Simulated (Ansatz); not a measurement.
**AlO (oxoaluminum) at UCCSD(T)/6-31G**

What is the vertical ionisation energy of AlO (oxoaluminum) at UCCSD(T)/6-31G? 

Program for the calculation: Ansatz 0.2.0.

74 further runs of the same task are left out: 3 that didn't finish, 71 set aside as unsound or not needed.

## (1) The system as given

AlO: 2 atoms, total charge 0, spin state doublet. SMILES: `[O]=[Al]`. Geometry: a GFN2-xTB relaxation, a rough one for these elements and not checked as a minimum.

Bond lengths: O1–Al2 1.570 Å.

## (2) The energy at UCCSD(T)/6-31G

molecule.yaml

```yaml
basis:
  gaussian:
    orbitals: 6-31G
crystal:
  periodic: [false, false, false]
  atoms:
    - {symbol: O, position_ang: [0.000000, 0.000000, 0.000000]}
    - {symbol: Al, position_ang: [0.000000, 0.000000, 1.570050]}
total_charge: 0
magnetization:
  spin_polarized: true
  initial_magnetization: 1
correlation:
  method: ccsd_t
  frozen_orbitals: {Al: 5, O: 1}
accuracy: high
scf:
  omitted_lower_state_checks: [cluster_reference, increment]
```

On the command line:

```console
ansatz run molecule.yaml --threads 1 --pin off --max-ram 2610MiB --events-out events.jsonl --progress --plain --runs-dir runs
```

The log of the run:

```text
Warning: RAYON_NUM_THREADS=1 ignored (pool sized by the plan → 1); use --threads N
[... 23 lines left out ...]
6 core orbitals not correlated: weight in the atoms' cores, before any rotation towards them, 1.000 or more for the frozen orbitals, at most 0.000 for the correlated occupied ones
[... 44 lines left out ...]
Total energy: -8621.80963215 eV, -316.8456599092 hartree
Checks for a lower state left out: cluster_reference, increment
```

It took 0.56 s on 1 thread of AMD EPYC 9R45 (Zen 5), shared host.

## (3) The singlet cation

in.yaml

```yaml
crystal:
  periodic: [false, false, false]
  atoms:
    - symbol: O
      position_ang: [0.000000, 0.000000, 0.000000]
    - symbol: Al
      position_ang: [0.000000, 0.000000, 1.570050]
basis:
  gaussian:
    orbitals: 6-31G
correlation:
  method: ccsd_t
  frozen_orbitals: {Al: 5, O: 1}
accuracy: high
scf:
  omitted_lower_state_checks: [cluster_reference, increment]
total_charge: 1
```

On the command line:

```console
ansatz run in.yaml --threads 1 --pin off --max-ram 2610MiB --events-out events.jsonl --progress --plain --runs-dir runs
```

The log of the run, shortened:

```text
Warning: RAYON_NUM_THREADS=1 ignored (pool sized by the plan → 1); use --threads N
Functional definition: HF
  name "HF"
[...]
414 factors; integrals over basis functions are off by at most 2.7e-9 eV
[...]
mean field -8606.59857151 eV, -316.2866637408 hartree, gradient 5.7e-8 eV, S^2 0.000000; 5 other end points of the search recorded, 0 dependent functions left out; unrestricted orbitals would lower it
6 core orbitals not correlated: weight in the atoms' cores, before any rotation towards them, 1.000 or more for the frozen orbitals, at most 0.000 for the correlated occupied ones
reference -8606.59857151 eV, -316.2866637408 hartree; 4, 4 occupied and 12, 12 virtual orbitals, 414 factors
second order -5.44510928 eV of doubles, -0.00000000 eV of singles
cycle   1  -4.71692670 eV  change    4.6e-1 eV  update   1.7e-1
[...]
cycle  25  -5.47982561 eV  change  -1.7e-10 eV  update  4.8e-10
perturbative correction -0.30885337 eV, -0.0113501518 hartree
WARN: these amplitudes may be one of several solutions (largest doubles amplitude 0.28, level shift 1.11 eV)
Total energy: -8612.38725048 eV, -316.4993937695 hartree
Checks for a lower state left out: cluster_reference, increment
```

Wall time 0.16 s (1 thread of AMD EPYC 9R45 (Zen 5), shared host).

## (4) Summary of results

At UCCSD(T)/6-31G, 6 core orbitals frozen:

```
                                                   quantity          value
                                  doublet AlO: total energy  -316.84566 Eh
   doublet AlO: correlation energy (6 core orbitals frozen)     -168.3 mEh
                                doublet AlO: (T) correction      -5.30 mEh
             doublet AlO: ⟨S²⟩ of the reference determinant          0.909
                                 doublet AlO: T1 diagnostic          0.242
                               singlet cation: total energy  -316.49939 Eh
singlet cation: correlation energy (6 core orbitals frozen)     -212.7 mEh
                             singlet cation: (T) correction     -11.35 mEh
                              singlet cation: T1 diagnostic          0.057
         vertical ionisation energy (to the singlet cation)       9.422 eV
```

What this shows: The vertical ionisation energy comes to 9.42 eV (909 kJ/mol). Only the singlet of the ionised species was computed; a triplet could lie lower. ⟨S²⟩ (doublet AlO) is 0.91 where a pure doublet has 0.75: the reference is spin-contaminated. The T1 diagnostic (doublet AlO) of 0.242 is above the customary mark for such species, so a single reference may not serve. The triples (doublet AlO) make up 3.1 % of the correlation energy. The T1 diagnostic (singlet cation) of 0.057 is above the customary mark for such species, so a single reference may not serve.
